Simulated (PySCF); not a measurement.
## Boron: a sound run and one with changed settings

Sound run: B [He] 2s2 2p1, B⁺ [He] 2s2. Computed with PySCF 2.14 in def2-TZVP (5s3p2d1f, 31 functions), with no relativity, point nucleus. In the sound run the correlated levels freeze 1s2. The sound run starts from symmetry-adapted Hartree-Fock orbitals and uses a fine grid where one is needed.

A second run was set up differently.

| species | method | sound run (hartree) | changed run (hartree) | converged |
| --- | --- | --- | --- | --- |
| B | UHF | -24.53233 | -24.14899 | yes |
| B | PBE0 | -24.61828 | -24.23603 | yes |
| B | B3LYP | -24.66392 | -24.28153 | yes |
| B | MP2 | -24.57584 | -24.16765 | yes |
| B | CCSD(T) | -24.59791 | -24.18899 | yes |
| B⁺ | UHF | -24.23683 | -23.94847 | yes |
| B⁺ | PBE0 | -24.30057 | -24.00862 | yes |
| B⁺ | B3LYP | -24.34282 | -24.04926 | yes |
| B⁺ | MP2 | -24.27227 | -23.97788 | yes |
| B⁺ | CCSD(T) | -24.29629 | -24.00944 | yes |

Ionisation energy of B:

```
 method  sound run (eV)  changed run (eV)
    UHF           8.041             5.456
   PBE0           8.645             6.188
  B3LYP           8.738             6.320
    MP2           8.260             5.164
SCS-MP2           8.230             5.105
   CCSD           8.172             4.886
CCSD(T)           8.207             4.886
```

What was changed?
A. basis contracted for another Hamiltonian
B. radial grid too coarse
C. level shift left on
D. minimal basis

D. It used basis STO-3G. A minimal basis cannot let orbitals breathe on ionisation and holds almost no correlation.
